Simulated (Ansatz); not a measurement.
The input, for Ansatz 0.2.0:

```yaml
crystal:
  periodic: [false, false, false]
  atoms:
    - {symbol: Ti, position_ang: [0.000000, 0.000000, 0.441460]}
    - {symbol: C, position_ang: [0.000000, 0.000000, -1.419602]}
    - {symbol: H, position_ang: [0.000000, -0.912483, -2.024398]}
    - {symbol: H, position_ang: [0.000000, 0.912483, -2.024398]}
basis:
  gaussian: {orbitals: STO-3G}
total_charge: 1
magnetization: {spin_polarized: true, initial_magnetization: 1}
hamiltonian: {xc: {name: PBE}}
correlation: {method: ccsdt_q_b, electrons: outside_noble_gas}
output: {forces: true}
```

```sh
$ ansatz run in.yaml --threads 1 --pin off --events-out ev --progress --plain --max-ram 2393MiB
```

(1) Roughly how long does this take on 1 thread of Arm Neoverse V1, shared host, and how much host memory?

```
498 factors; integrals over basis functions are off by at most 1.4e-7 eV
mean field evaluation 1: about -23897.1010 eV, gradient 4.5e1 eV
mean field evaluation 2: about -23897.0773 eV, gradient 4.5e1 eV
mean field evaluation 4: about -23903.2235 eV, gradient 3.2e1 eV
mean field evaluation 8: about -23913.5424 eV, gradient 3.5e-1 eV
mean field evaluation 16: about -23913.5419 eV, gradient 1.1e-4 eV
mean field evaluation 32: about -23912.5298 eV, gradient 1.4e-6 eV
mean field evaluation 64: about -23913.2412 eV, gradient 8.4e-1 eV
mean field evaluation 96: about -23913.3498 eV, gradient 4.9e0 eV
mean field evaluation 128: about -23911.0840 eV, gradient 1.3e1 eV
mean field evaluation 160: about -23913.5412 eV, gradient 1.6e-1 eV
mean field -23913.54192963 eV, -878.8064567328 hartree, gradient 3.4e-6 eV, S^2 0.755412; 14 other end points of the search recorded, 0 dependent functions left out
10 core orbitals not correlated: weight in the atoms' cores, before any rotation towards them, 0.999 or more for the frozen orbitals, at most 0.000 for the correlated occupied ones
reference -23890.44257263 eV, -877.9575710206 hartree; 5, 4 occupied and 10, 11 virtual orbitals, 498 factors
second order -3.49113334 eV of doubles, -0.32113177 eV of singles
...
cycle  24  -4.29649449 eV  change   -1.9e-7 eV  update   6.8e-7
cycle  25  -4.29649445 eV  change    3.4e-8 eV  update   4.4e-7
cycle  26  -4.29649458 eV  change   -1.3e-7 eV  update   2.4e-7
cycle  27  -4.29649473 eV  change   -1.5e-7 eV  update   1.6e-7
cycle  28  -4.29649483 eV  change   -9.3e-8 eV  update   1.1e-7
cycle  29  -4.29649481 eV  change    1.3e-8 eV  update   8.8e-8
cycle  30  -4.29649479 eV  change    1.9e-8 eV  update   6.1e-8
cycle  31  -4.29649477 eV  change    1.9e-8 eV  update   4.4e-8
cycle  32  -4.29649479 eV  change   -1.7e-8 eV  update   3.6e-8
perturbative correction -0.02522776 eV, -0.0009271029 hartree
the calculation of the forces begins
mean field evaluation 192: about -23913.5763 eV, gradient 5.7e-2 eV
Total energy: -23894.76429518 eV, -878.1163913948 hartree
Atom 0 at     0.000000     0.000000     0.441460 Å, force    -0.000000     0.000000    -0.034049 eV/Å
Atom 1 at     0.000000     0.000000    -1.419602 Å, force     0.000000     0.000000     1.077949 eV/Å
Atom 2 at     0.000000    -0.912483    -2.024398 Å, force    -0.000000    -0.839485    -0.521950 eV/Å
Atom 3 at     0.000000     0.912483    -2.024398 Å, force    -0.000000     0.839485    -0.521950 eV/Å
Dipole moment:     0.000000    -0.000000     0.749135 e Å
```

Forces (eV/Å):
```
Ti   0.000  0.000 -0.034
C    0.000  0.000  1.078
H    0.000 -0.839 -0.522
H    0.000  0.839 -0.522
```

Results:

(1) 24 s wall and 0.18 GiB.
